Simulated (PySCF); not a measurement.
Molfile (atoms numbered from 1):
```
CH4
     RDKit          3D

  5  4  0  0  0  0  0  0  0  0999 V2000
   -0.0000    0.0000    0.0000 C   0  0  0  0  0  0  0  0  0  0  0  0
   -0.7161   -0.2856   -0.7819 H   0  0  0  0  0  0  0  0  0  0  0  0
    0.1178    1.0917    0.0073 H   0  0  0  0  0  0  0  0  0  0  0  0
   -0.3723   -0.3345    0.9774 H   0  0  0  0  0  0  0  0  0  0  0  0
    0.9707   -0.4714   -0.2028 H   0  0  0  0  0  0  0  0  0  0  0  0
  1  2  1  0
  1  3  1  0
  1  4  1  0
  1  5  1  0
M  END
```

Geometry: PBE0-D3(BJ)/def2-SVP; GIAO absolute shieldings from PySCF 2.14, gas phase, non-relativistic, averaged over equivalent atoms.

At PBE0/6-31G (17 basis functions, about 0.3 core-seconds):
```tsv
atoms	σ (ppm)
C1	200.9
H2/H3/H4/H5	32.14
```

Q: Predict the values at PBE0/pcSseg-0 on the same geometry.

A: 
| atoms | σ at PBE0/pcSseg-0 | change |
| --- | --- | --- |
| C1 | 193.7 | -7.2 |
| H2/H3/H4/H5 | 32.27 | +0.13 |

The largest change is at C1 (methane carbon). Cost: 17 basis functions, about 0.3 core-seconds.
